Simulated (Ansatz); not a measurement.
**Basis-set limit of SiHF2⁺, singlet**

```xyz
4

Si   -0.1302   -0.5070    0.0000
F     0.0707    0.4153   -1.2817
F     0.0707    0.4153    1.2817
H     0.9617   -1.5258    0.0000
```

Connectivity, by distances: F–SiH–F.

Ansatz 0.2.0, RHF determinant, valence electrons correlated. Energies in eV.

```tsv
set	X	functions	Hartree–Fock	MP2 correlation	CCSD(T) correlation	time
def2-TZVPP	3	118	-13285.3872	-16.4062	-17.0999	3.4 s on 1 × NVIDIA H100 80GB HBM3 with 1 thread of AMD EPYC 7R13 Processor (Zen 3) (shared host)
def2-QZVPP	4	214	-13285.9156	-17.9181	-18.5688	5.5 s on 1 × NVIDIA H100 80GB HBM3 with 1 thread of AMD EPYC 7R13 Processor (Zen 3), on a shared host
```

Hartree–Fock is taken to follow E(X) = E∞ + A·exp(−7.88·√X), correlation E(X) = E∞ + B·X^−2.97.

Cautions: higher spins were not checked; raised T1 diagnostic.

Task: Work out the CCSD(T) energy at the limit, and how far the shortcut misses it that extrapolates MP2 and adds CCSD(T) minus MP2 from the smaller set.

Result: Hartree–Fock: E∞ = E4 + 0.1377·(E4 − E3) = -13285.9883. Correlation: E∞ = E4 + 0.7407·(E4 − E3) = -19.6569 for CCSD(T) and -19.0381 for MP2. The limit is -13305.6452 eV, 1.161 eV below def2-QZVPP. The shortcut gives a correlation energy of -19.0381 + (-0.6937) = -19.7318, 75 meV lower than the direct value.

Past Ne part of the Hartree–Fock step between the two sets comes from the cores, which don't follow the formula, so the 73 meV that it adds to the total can overshoot; that part largely cancels in differences.
